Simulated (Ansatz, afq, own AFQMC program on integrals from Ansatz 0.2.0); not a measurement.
**Where AFQMC and coupled cluster stand for BN⁺, doublet**

```yaml
atoms:
  - { symbol: B, position_ang: [0.0000, 0.0000, 0.0000] }
  - { symbol: N, position_ang: [0.0000, 0.0000, 1.5900] }
```

Basis 6-31G. Noble-gas cores (and the filled d shells of Ga–Kr and In–Xe) are frozen. AFQMC by an in-house program on the Cholesky factors that Ansatz 0.2.0 writes for its CCSD(T) run. The CISD trial takes its coefficients from CCSD amplitudes. Released means that phaseless walkers are propagated on without the constraint, phases kept. Error bars are statistical, one sigma.

Determinant: ROHF, the one that the program's search chose, which needn't be the lowest solution. The geometry is a point of a scan.

Full CI is exact in this basis; its frozen core comes from its own orbitals, which moves totals by up to a few meV.

Cautions: a spin-contaminated unrestricted determinant lies lower (UHF 3.40 eV lower, ⟨S²⟩ 1.76); the search met a lower determinant of the same kind, perhaps of another symmetry (996 meV lower), and this one is a saddle point; strong correlation (T1 0.111, weight of the determinant 0.69, largest double 0.25); (T) is large, 8 % of the CCSD correlation; the released energies have errors that jump between times, so the bars are unsure, so no released level is given (meV from the phaseless value at times in 1/Eh: -27 ± 4 at 0.24, -50 ± 3 at 0.51, 206 ± 222 at 0.99, -135 ± 27 at 1.62, -138 ± 8 at 2.40); the ph-AFQMC/CISD walk drifts between its halves (2.6 errors); CCSDTQ on the UHF determinant differs (1.08 eV lower), perhaps since the unrestricted series falls towards higher spin; a state of other symmetry lies lower (by 60 meV); full CI with its own frozen core; a state of higher spin lies lower (by 1.09 eV).

```
T1 diagnostic                               : 0.1111
weight of the determinant in the CISD state : 0.692
size of the correlated space                : 7 electrons in 16 orbitals
```

Reference: full CI, correlation energy -5.790 eV. CCSDTQ lies 3.5 meV below full CI, in part by the other frozen core, which shifts every row alike, so rows that close can't be ranked against it. The cautions show a poor starting determinant, so the rows tell how each method copes with it here, and full CI is the sure value.

```tsv
level	E − E(reference) (kcal/mol)	share of correlation (%)
HF	133.52	0.00
MP2	40.93	69.35
CCSD	10.69	91.99
CCSD(T)	1.32	99.01
CCSDT	0.14	99.90
CCSDT(Q)	-0.31	100.23
CCSDTQ	-0.08	100.06
ph-AFQMC/CISD	4.64 ± 0.11	96.53
```

CCSDT and higher add their correlation energy to the determinant of the CCSD(T) run, since their own runs factorise the integrals more tightly (a shift of under 2 meV). A walk keeps the symmetry of its determinant, which the program's search chose and which needn't be the lowest solution, so a lower state of the same spin and another symmetry isn't excluded.
